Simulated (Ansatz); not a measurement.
A geometry relaxed with B3LYP-D3(BJ)/def2-SVP (Ansatz, a program for electronic structure), charge 0, multiplicity 1:

```xyz
4

F     -0.9098    -1.3710    -0.0007
Al     0.0000     0.0000     0.0000
F      1.6422    -0.1024     0.0002
F     -0.7324     1.4734     0.0006
```

**Question.** Write the SMILES of this molecule.

**Answer.** `[F][Al]([F])[F]`
